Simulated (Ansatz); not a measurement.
System: pyrite RuS2. Method: LDA in Ansatz (PAW).

Settings: plane-wave cutoff 520 eV, 6×6×6 k mesh, no spin polarisation, scalar-relativistic PAW data made under PBE.

Computed at the level's own relaxed cell.

Hill averages of the elastic tensor: K = 208.5 GPa, G = 138.3 GPa. Volume 14.244 Å³/atom, mean atomic mass 55.067 u.

Task: Work out the density, the sound velocities of a polycrystal and the elastic Debye temperature at this level.

Result: ρ = 1.66054 × 55.067/14.244 = 6.420 g/cm³. v_l = √[(K + 4G/3)/ρ] = 7.823 km/s and v_t = √(G/ρ) = 4.641 km/s. The mean follows from 3/v_m³ = 1/v_l³ + 2/v_t³: v_m = 5.140 km/s. Θ_D = (ħ/k_B) v_m (6π²/V)^(1/3) = 76.38 K Å s/km × 5.140 × 1.6080 Å⁻¹ = 631 K, counting all atoms of the cell.

Ansatz is a program for electronic structure.
